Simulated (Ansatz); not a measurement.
## Active spaces for H3O (charge +1), singlet

Calculated in Ansatz's Gaussian-basis code. Basis cc-pVDZ, nonrelativistic, 1 orbital frozen in the corrections. State-specific CASSCF; RHF is the lowest restricted (open-shell) Hartree–Fock solution met. Solutions may break the symmetry of the shape. Lower solutions, or ones in other orbitals, may exist.

Geometry:

| atom | x (Å) | y (Å) | z (Å) |
| --- | --- | --- | --- |
| O | 0.0000 | 0.0000 | 0.0745 |
| H | 0.9429 | 0.0000 | -0.1986 |
| H | -0.4715 | 0.8166 | -0.1986 |
| H | -0.4715 | -0.8166 | -0.1986 |

Question: What do CASSCF and its corrections give against RHF in CAS(8,7), and what are the occupations?

Answer: CASSCF -2.350 eV, SC-NEVPT2 -5.219 eV; occupations 2.00, 1.98, 1.98, 1.98, 0.02, 0.02, 0.02.
